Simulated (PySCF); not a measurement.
# C2H8Si (dimethylsilane), step by step

Aim: a structure relaxation (HF/STO-3G), then vibrational wavenumbers, then a single-point energy (CCSD(T)/3-21G), then ionisation energies (EOM-CCSD/ccECP-cc-pVDZ) of C2H8Si (dimethylsilane). The job is set up through a Python script.

The calculation is run with PySCF 2.14.0.

## (1) The system as given

C2H8Si: 11 atoms, total charge 0, spin state singlet. As SMILES, `C[SiH2]C`. All atoms were displaced at random from a relaxed shape. The run starts from this shape.

Bond lengths: C1–Si2 1.886 Å, Si2–C3 1.833 Å, C1–H4 1.062 Å, C1–H5 1.224 Å, C1–H6 1.086 Å, Si2–H7 1.410 Å, Si2–H8 1.355 Å, C3–H9 1.068 Å, C3–H10 1.124 Å, C3–H11 1.123 Å. Some angles: C1–Si2–C3 109.7°, C1–Si2–H7 102.4°, C1–Si2–H8 106.7°, C3–Si2–H7 110.2°, C3–Si2–H8 121.9°, Si2–C1–H4 125.2°, Si2–C1–H5 110.1°, Si2–C1–H6 107.9°, Si2–C3–H9 113.9°, Si2–C3–H10 106.6°.

## (2) A geometry optimisation at HF/STO-3G (density fitting with cc-pvqz-jkfit, IEF-PCM chlorobenzene) (run 1)

File mol.xyz:

```xyz
11
C2H8Si
C     -1.059390     0.843356    -0.664281
Si    -0.271478    -0.727961     0.018670
C      1.387242    -0.341862     0.695709
H     -2.033479     0.908630    -1.081439
H     -0.259584     1.440002    -1.372800
H     -1.130751     1.561495     0.146701
H     -0.151104    -1.532234    -1.133603
H     -1.220548    -1.348704     0.759846
H      2.040645     0.129672    -0.004924
H      1.826712    -1.316257     1.042758
H      1.211101     0.199853     1.663675
```

File run.py:

```python
from pyscf import gto, scf, solvent
from pyscf.geomopt.geometric_solver import kernel as optimise

mol = gto.Mole()
mol.atom = 'mol.xyz'
mol.basis = 'sto-3g'
mol.charge = 0
mol.max_memory = 1860
mol.cart = True
mol.verbose = 3
mol.spin = 0
mol.build()

mf = scf.RHF(mol)
mf = mf.density_fit(auxbasis='cc-pvqz-jkfit')
mf = mf.PCM()
mf.with_solvent.method = 'IEF-PCM'
mf.with_solvent.eps = 5.6968
converged, mol_eq = optimise(mf, maxsteps=100, convergence_set='GAU_TIGHT')
print('converged:', converged)
print(mol_eq.tostring())

mf.reset(mol_eq)
mol = mol_eq
mf.kernel()
etot = mf.e_tot
print('Final energy', etot)
```

Run with:

```console
$ OMP_NUM_THREADS=1 python run.py
```

Log:

```text
convergence_set           GAU_TIGHT
[... 107 lines left out ...]
WARN: PCM is an experimental feature. It is still in testing.
[... 77 lines left out ...]
converged SCF energy = -365.10748478033
[... 96 lines left out ...]
WARN: PCM is an experimental feature. It is still in testing.
[... 77 lines left out ...]
converged SCF energy = -365.107508838358
[... 86 lines left out ...]
Converged! =D
[... 1 line left out ...]
converged: True
C          -1.02404352        0.94009709       -0.64519973
Si         -0.28732325       -0.67465386       -0.08439684
C           1.36115914       -0.40408761        0.73654543
[... 7 lines of this table left out ...]
H           1.26794005        0.23489412        1.60509293

WARN: PCM is an experimental feature. It is still in testing.
Features and APIs may be changed in the future.

converged SCF energy = -365.107508866167
Final energy -365.10750886616694
```

Wall time 3.3 min (1 thread of Intel Xeon at 2.50GHz (Skylake/Cascade Lake), shared host); peak memory 0.68 GiB.

Steps, from the record of the run:

```csv
step,energy from the first frame kept (eV),largest force (eV/Å)
0,0.0000,6.1532
1,-0.9213,3.7399
2,-1.0536,1.5685
3,-1.0876,0.2320
4,-1.0897,0.0743
5,-1.0900,0.0152
6,-1.0900,0.0065
7,-1.0901,0.0128
8,-1.0902,0.0136
9,-1.0903,0.0100
10,-1.0903,0.0053
11,-1.0903,0.0022
12,-1.0903,0.0010
13,-1.0903,0.0003
14,-1.0903,0.0001
```

After the run. Bond lengths: C1–Si2 1.861 Å, Si2–C3 1.861 Å, C1–H4 1.082 Å, C1–H5 1.082 Å, C1–H6 1.082 Å, Si2–H7 1.424 Å, Si2–H8 1.424 Å, C3–H9 1.082 Å, C3–H10 1.082 Å, C3–H11 1.082 Å. Some angles: C1–Si2–C3 110.9°, C1–Si2–H7 109.4°, C1–Si2–H8 109.4°, C3–Si2–H7 109.4°, C3–Si2–H8 109.4°, Si2–C1–H4 111.1°, Si2–C1–H5 111.3°, Si2–C1–H6 111.3°, Si2–C3–H9 111.3°, Si2–C3–H10 111.1°.

## (3) Vibrational wavenumbers at HF/STO-3G (density fitting with cc-pvqz-jkfit, IEF-PCM chlorobenzene) (run 2)

File start.xyz:

```xyz
11
C2H8Si
C     -0.962069     1.148773    -0.625096
Si    -0.225356    -0.465981    -0.064299
C      1.423129    -0.195424     0.756647
H     -1.921010     0.995052    -1.102938
H     -0.317759     1.649241    -1.336267
H     -1.115376     1.821825     0.208488
H     -0.059828    -1.326103    -1.186788
H     -1.112661    -1.098293     0.852250
H      2.127581     0.271153     0.080317
H      1.854479    -1.132620     1.083955
H      1.329967     0.443735     1.625073
```

File run.py:

```python
from pyscf import gto, scf, solvent, symm
from pyscf.hessian import thermo

mol = gto.Mole()
mol.atom = 'start.xyz'
mol.max_memory = 1860
mol.verbose = 3
mol.spin = 0
mol.basis = 'sto-3g'
mol.cart = True
mol.build()

mf = scf.RHF(mol)
mf = mf.density_fit(auxbasis='cc-pvqz-jkfit')
mf = mf.PCM()
mf.with_solvent.method = 'IEF-PCM'
mf.with_solvent.eps = 5.6968
mf.kernel()

etot = mf.e_tot
print('Final energy', etot)
hess = mf.Hessian().kernel()
modes = thermo.harmonic_analysis(mol, hess)
thermo.dump_normal_mode(mol, modes)
symm.geom.TOLERANCE = 1e-3  # for the symmetry number
th = thermo.thermo(mf, modes['freq_au'], 298.15, 101325)
thermo.dump_thermo(mol, th)
```

Run with:

```console
$ OMP_NUM_THREADS=1 python run.py
```

Log:

```text
WARN: PCM is an experimental feature. It is still in testing.
Features and APIs may be changed in the future.

converged SCF energy = -365.107508862668
Final energy -365.10750886266777
[... 122 lines left out ...]
Gibbs free energy [Eh] -365.02265
```

Run time: 2.5 min. Hardware: 1 thread of Intel Xeon at 2.50GHz (Skylake/Cascade Lake), shared host; peak memory 1.3 GiB.

## (4) The energy at CCSD(T)/3-21G (sfX2C) (run 3)

File input.py:

```python
from pyscf import gto, cc

system = gto.Mole()
system.atom = [
    ('C', (-1.024044, 0.940097, -0.645200)),
    ('Si', (-0.287323, -0.674654, -0.084397)),
    ('C', (1.361159, -0.404088, 0.736545)),
    ('H', (-1.982934, 0.786362, -1.123140)),
    ('H', (-0.379745, 1.440598, -1.356359)),
    ('H', (-1.177366, 1.613128, 0.188400)),
    ('H', (-0.121817, -1.534812, -1.206863)),
    ('H', (-1.174617, -1.306933, 0.832184)),
    ('H', (2.065551, 0.062691, 0.060293)),
    ('H', (1.792562, -1.341294, 1.063755)),
    ('H', (1.267940, 0.234894, 1.605093)),
]
system.cart = True
system.charge = 0
system.basis = '3-21g'
system.max_memory = 1860
system.verbose = 3
system.build()

mf = system.RHF()
mf = mf.sfx2c1e()
mf.kernel()

mycc = cc.CCSD(mf, frozen=7)
mycc.kernel()
e_t = mycc.ccsd_t()
e_tot = mycc.e_tot + e_t
print(f'total energy: {e_tot:.8f} hartree')
```

Run with:

```console
$ OMP_NUM_THREADS=1 python input.py
```

Log:

```text
converged SCF energy = -367.898049908936
E(CCSD) = -368.1787556084456  E_corr = -0.2807056995096112
CCSD(T) correction = -0.00561907629737241
total energy: -368.18437468 hartree
```

Wall time 4.5 s (1 thread of Intel Xeon at 2.50GHz (Skylake/Cascade Lake), shared host); peak memory 0.15 GiB.

## (5) Ionisation energies at EOM-CCSD/ccECP-cc-pVDZ (core potential, root kind ip) (run 4)

File input.py:

```python
# C[SiH2]C
import numpy
from pyscf import gto, cc

system = gto.M(
    atom=[
    ('C', (-1.024044, 0.940097, -0.645200)),
    ('Si', (-0.287323, -0.674654, -0.084397)),
    ('C', (1.361159, -0.404088, 0.736545)),
    ('H', (-1.982934, 0.786362, -1.123140)),
    ('H', (-0.379745, 1.440598, -1.356359)),
    ('H', (-1.177366, 1.613128, 0.188400)),
    ('H', (-0.121817, -1.534812, -1.206863)),
    ('H', (-1.174617, -1.306933, 0.832184)),
    ('H', (2.065551, 0.062691, 0.060293)),
    ('H', (1.792562, -1.341294, 1.063755)),
    ('H', (1.267940, 0.234894, 1.605093)),
],
    charge=0,
    verbose=3,
    ecp={'C': 'ccecp', 'Si': 'ccecp', 'H': 'ccecp'},
    basis='ccecp-cc-pvdz',
    max_memory=1860,
)

myscf = system.RHF()
myscf.kernel()

mycc = cc.CCSD(myscf)
mycc.kernel()
etot = mycc.e_tot
print('E(%s) = %.9f' % ('EOM-CCSD', etot))

e, vec = mycc.ipccsd(nroots=4)
roots = numpy.atleast_1d(e) * 27.211386
print('EOM-IP-CCSD roots (eV)')
for i, w in enumerate(roots, 1):
    print('%3d %10.4f' % (i, w))
```

Run with:

```console
$ OMP_NUM_THREADS=1 python input.py
```

Log:

```text
converged SCF energy = -19.4282203877921
E(CCSD) = -19.87702019095132  E_corr = -0.4487998031592582
E(EOM-CCSD) = -19.877020191
EOM-IP-CCSD roots (eV)
  1    11.0772
  2    11.4498
  3    11.8940
  4    13.9410
```

Wall time 38 s (1 thread of Intel Xeon at 2.50GHz (Skylake/Cascade Lake), shared host); peak memory 0.38 GiB.

## (6) What came out

```
                                                                   quantity             value
                                  run 1, HF/STO-3G: total energy at the end     -365.10751 Eh
                                            run 1, HF/STO-3G: dipole moment            0.09 D
                                              run 1, HF/STO-3G: HOMO energy         -10.38 eV
                                              run 1, HF/STO-3G: LUMO energy          14.69 eV
                                            run 1, HF/STO-3G: HOMO–LUMO gap          25.07 eV
                               run 1, HF/STO-3G: solvent term in the energy       -1.7 kJ/mol
                               run 2, HF/STO-3G: lowest harmonic wavenumber          150 cm⁻¹
                              run 2, HF/STO-3G: highest harmonic wavenumber         3750 cm⁻¹
                                        run 2, HF/STO-3G: zero-point energy      293.0 kJ/mol
run 2, HF/STO-3G: ideal-gas entropy at 298.15 K (symmetry number 2 as used)  69.0 cal/(mol K)
                                         run 3, CCSD(T)/3-21G: total energy     -368.18437 Eh
                 run 3, CCSD(T)/3-21G: dipole moment (Hartree–Fock density)            0.53 D
                  run 3, CCSD(T)/3-21G: HOMO energy (Hartree–Fock orbitals)         -11.90 eV
                  run 3, CCSD(T)/3-21G: LUMO energy (Hartree–Fock orbitals)           5.46 eV
                run 3, CCSD(T)/3-21G: HOMO–LUMO gap (Hartree–Fock orbitals)          17.36 eV
          run 3, CCSD(T)/3-21G: correlation energy (7 core orbitals frozen)        -286.3 mEh
                                       run 3, CCSD(T)/3-21G: (T) correction         -5.62 mEh
                                        run 3, CCSD(T)/3-21G: T1 diagnostic             0.007
           run 4, EOM-CCSD/ccECP-cc-pVDZ: ground-state or mean-field energy      -19.87702 Eh
        run 4, EOM-CCSD/ccECP-cc-pVDZ: dipole moment (Hartree–Fock density)            0.60 D
         run 4, EOM-CCSD/ccECP-cc-pVDZ: HOMO energy (Hartree–Fock orbitals)         -11.97 eV
         run 4, EOM-CCSD/ccECP-cc-pVDZ: LUMO energy (Hartree–Fock orbitals)           5.01 eV
       run 4, EOM-CCSD/ccECP-cc-pVDZ: HOMO–LUMO gap (Hartree–Fock orbitals)          16.98 eV
                          run 4, EOM-CCSD/ccECP-cc-pVDZ: correlation energy        -448.8 mEh
                               run 4, EOM-CCSD/ccECP-cc-pVDZ: T1 diagnostic             0.008
                     run 4, EOM-CCSD/ccECP-cc-pVDZ: first ionisation energy          11.08 eV
```

**Reading.** The optimisation (run 1, HF/STO-3G) took 14 steps and changed the energy by -1.090 eV. All 27 modes (run 2, HF/STO-3G) are real, so the shape is a minimum at this level. Mulliken charges (run 2, HF/STO-3G) run from -0.38 on C1 to +0.80 on Si2; they depend strongly on the basis. The triples (run 3, CCSD(T)/3-21G) make up 2.0 % of the correlation energy. Mulliken charges (run 4, EOM-CCSD/ccECP-cc-pVDZ) of the mean-field density run from -0.22 on C1 to +0.25 on Si2.
